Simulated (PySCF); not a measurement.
Ethylhydrazine, C2H8N2.
Bonds: C1–C2, C2–N3, N3–N4. Hydrogens: H5, H6, H7 on C1; H8, H9 on C2; H10 on N3; H11, H12 on N4.

The calculation used core-valence-separated Tamm–Dancoff BHandHLYP/aug-pcX-1 (pcseg-1 on H) in PySCF, non-relativistic, gas phase, PBE0-D3(BJ)/def2-SVP geometry. No empirical shift is added; at this level the pattern usually sits a few eV under experiment.

Q: Give energies, oscillator strengths and core holes at the C K edge.

A: 
```csv
E (eV),f,core hole on,main final orbital
285.32,0.0095,C1,LUMO (55 %)
285.89,0.0234,C1,LUMO+2 (39 %)
286.06,0.0186,C2,LUMO (53 %)
286.08,0.0257,C1,LUMO+3 (38 %)
286.50,0.0070,C1,LUMO+1 (36 %)
286.60,0.0326,C2,spread
287.23,0.0047,C2,LUMO+1 (55 %)
287.25,0.0026,C1,spread
287.43,0.0062,C1,LUMO+4 (49 %)
287.58,0.0084,C1,spread
287.59,0.0022,C2,LUMO+3 (44 %)
```

The first line with a tenth or more of the strongest one's intensity is at 285.32 eV (f = 0.009), with the hole on C1 (methyl carbon). The strongest listed is at 286.60 eV (f = 0.033; C2).

Q: What does the N 1s absorption edge look like?

A: 
```tsv
E (eV)	f	core hole on	main final orbital
399.93	0.0151	N4	LUMO (54 %)
400.21	0.0205	N3	LUMO (32 %)
400.75	0.0322	N4	spread
401.04	0.0159	N3	LUMO (33 %)
401.38	0.0154	N4	spread
401.84	0.0071	N3	LUMO+2 (46 %)
401.90	0.0079	N3	LUMO+3 (55 %)
401.92	0.0153	N4	spread
402.16	0.0126	N4	LUMO+2 (33 %)
402.23	0.0092	N3	LUMO+4 (37 %)
402.53	0.0058	N4	spread
```

The first line with a tenth or more of the strongest one's intensity is at 399.93 eV (f = 0.015), with the hole on N4 (hydrazine nitrogen). The strongest listed is at 400.75 eV (f = 0.032; N4).

Roots within 0.03 eV whose holes lie on the same, on equivalent or on shared atoms are summed into one line, and the highest roots are left out, as the search may have cut off their partners. Final orbitals are the ground state's empty Kohn–Sham orbitals.

Q: What are the wavelength and the wavenumber of the 287.43 eV line?

A: λ = 12398.42 eV Å/287.43 eV = 43.135 Å; 2.3183 × 10⁶ cm⁻¹.

The list ends where the root search ended, not at a threshold.

Conformer computed: `[CH3:1][CH2:2][NH:3][NH2:4]`: C1–C2–N3–N4 72°, H–N4–N3–C2 -85°, H–N4–N3–C2 34°.

One conformer stands for the species.
